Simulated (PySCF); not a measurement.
Species: trithiane, C₃H₆S₃.
Numbering: `[CH2:1]1[S:2][CH2:3][S:4][CH2:5][S:6]1` (hydrogens: H7, H8 on C1; H9, H10 on C3; H11, H12 on C5)

Computed by this run: PBE0-D3(BJ)/def2-TZVP geometry optimisation, gas phase (PySCF); density fitting, grid level 2; the optimiser is geomeTRIC in internal coordinates, started from a GFN2-xTB structure with every atom displaced at random (about 0.01 Å).

The end geometry, which sets the zero of energy:
```
atom  x, y, z in Å
C1      0.5504    1.4123    0.4306
S2     -1.2251    1.4300    0.1353
C3     -1.3660   -0.1205   -0.7665
S4     -0.9775   -1.6164    0.1557
C5      0.7706   -1.3080    0.4456
S6      1.1683    0.0998    1.4943
H7      1.0824    1.3950   -0.5246
H8      0.7866    2.3511    0.9324
H9     -0.7549   -0.0775   -1.6725
H10    -2.4104   -0.2071   -1.0664
H11     1.1583   -2.1899    0.9559
H12     1.2921   -1.2127   -0.5110
```

Question: These geometries come from the run, each turned onto the end geometry. Order them by energy, lowest first.
A.
```
atom  x, y, z in Å
C1      0.5190    1.4713    0.4351
S2     -1.2264    1.4253    0.0496
C3     -1.3200   -0.1786   -0.7687
S4     -0.9922   -1.6470    0.2164
C5      0.7664   -1.2964    0.4466
S6      1.1690    0.1125    1.4503
H7      1.1393    1.4846   -0.4538
H8      0.8107    2.3696    1.0245
H9     -0.7543   -0.1714   -1.7137
H10    -2.3651   -0.1768   -1.0311
H11     1.1769   -2.1744    0.9339
H12     1.1515   -1.2627   -0.5801
```
B.
```
atom  x, y, z in Å
C1      0.5468    1.4370    0.4301
S2     -1.2060    1.4341    0.0787
C3     -1.3604   -0.1486   -0.7730
S4     -0.9972   -1.6171    0.1872
C5      0.7733   -1.3037    0.4490
S6      1.1733    0.0949    1.4783
H7      1.1330    1.4621   -0.4930
H8      0.7803    2.3453    0.9918
H9     -0.7748   -0.1409   -1.6979
H10    -2.4152   -0.1959   -1.0528
H11     1.1803   -2.1834    0.9479
H12     1.2414   -1.2277   -0.5373
```
C.
```
atom  x, y, z in Å
C1      0.5558    1.4203    0.4272
S2     -1.2082    1.4355    0.1072
C3     -1.3654   -0.1316   -0.7679
S4     -0.9892   -1.6130    0.1720
C5      0.7706   -1.3065    0.4456
S6      1.1725    0.0962    1.4882
H7      1.1160    1.4314   -0.5127
H8      0.7660    2.3458    0.9597
H9     -0.7651   -0.1082   -1.6810
H10    -2.4154   -0.2079   -1.0570
H11     1.1630   -2.1911    0.9481
H12     1.2742   -1.2148   -0.5206
```

Answer: C (0.004 eV), B (0.024 eV), A (0.157 eV).

In the order of the answer:

| step | E above end (eV) | largest force (eV/Å) | rms force component (eV/Å) | rms distance from end (Å) | rms bond change (Å) | bond most changed (Å) |
| --- | --- | --- | --- | --- | --- | --- |
| 3 | 0.004 | 0.18 | 0.062 | 0.025 | 0.005 | S4–C5 +0.009 |
| 2 | 0.024 | 0.52 | 0.153 | 0.048 | 0.010 | S4–C5 +0.018 |
| 1 | 0.157 | 1.06 | 0.342 | 0.088 | 0.013 | C5–S6 -0.024 |

What follows is the cost of the whole optimisation. Time: 2.1 min wall; peak memory 1.2 GiB. Hardware: one thread, AMD EPYC 9R14 (x86_64), no GPU, shared host with 96 logical CPUs at a one-minute load of 28.
